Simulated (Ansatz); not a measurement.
**SiPHCl+ (triplet): the correlation ladder, cc-pVTZ**

One table from this session's results is given with a row withheld; the runs are named, their logs left out.

Computed with Ansatz 0.2.0, Gaussian basis. Level: cc-pVTZ, core rule «outside noble gas», up to 15 orbitals frozen.

Plan: UHF; CCSD(T) on ROHF; CCSD(T) on UHF; BCCD(T) on ROHF; CCSDT(Q) on ROHF; CCSDT(Q) on UHF.

5 further runs of the same task are left out: 5 set aside as unsound or not needed. Runs told in other sessions of the task aren't counted.

### What is computed

The geometry is a PBE0/def2-TZVP stationary point (not a proven minimum) of the parent state, kept for this charge and spin.

4 atoms, charge 1, spin multiplicity 3.

Atoms are counted from 1 here; the program's logs count them from 0.

Bond lengths: Cl1–Si2 2.068 Å, Si2–P3 2.282 Å, P3–H4 1.429 Å. Angles: Cl1–Si2–P3 112.5°, Si2–P3–H4 96.7°.

Set-up of the first run:

Input file in.yaml:

```yaml
crystal:
  periodic: [false, false, false]
  atoms:
    - {symbol: Cl, position_ang: [0.017539, -0.372733, 1.703409]}
    - {symbol: Si, position_ang: [0.019119, 0.850411, 0.036379]}
    - {symbol: P, position_ang: [-0.080618, -0.331858, -1.912861]}
    - {symbol: H, position_ang: [1.327734, -0.387755, -2.147109]}
basis:
  gaussian: {orbitals: cc-pVTZ}
total_charge: 1
magnetization: {spin_polarized: true, initial_magnetization: 2}
hamiltonian: {xc: hf}
output: {orbitals: {seedname: orbitals}}
```

On the command line:

```
> ansatz run in.yaml --threads 1 --pin off --events-out ev --progress --plain --max-ram 4096MiB --backend cpu
```

Steps of the session up to this table: UHF; CCSD(T) on ROHF; CCSD(T) on UHF; BCCD(T) on ROHF; CCSDT(Q) on ROHF; CCSDT(Q) on UHF.

One table of the session follows, with a row left open; its other results are not shown here.

| method | from RCCSDT(Q) (kcal/mol) |
| --- | --- |
| ROHF | +288.64 |
| UHF | +281.57 |
| RMP2 | +43.66 |
| UMP2 | +44.61 |
| RCCSD | +15.99 |
| UCCSD | +15.61 |
| RCCSD(T) | +2.09 |
| UCCSD(T) | +2.12 |
| BCCD(T) | ? |
| RCCSDT | +0.81 |
| UCCSDT | +0.73 |
| RCCSDT(Q) | 0 |
| UCCSDT(Q) | -0.16 |

Q: Estimate the row for BCCD(T) from the others.

As computed: from RCCSDT(Q) (kcal/mol): +2.02. In the column «from RCCSDT(Q) (kcal/mol)» it lies between RCCSDT (+0.81) and RCCSD(T) (+2.09).

Limits of these values: Restricted and unrestricted rows rest on different reference determinants; a gap between their highest levels can come from leftover correlation error, from unlike frozen cores or from another state.
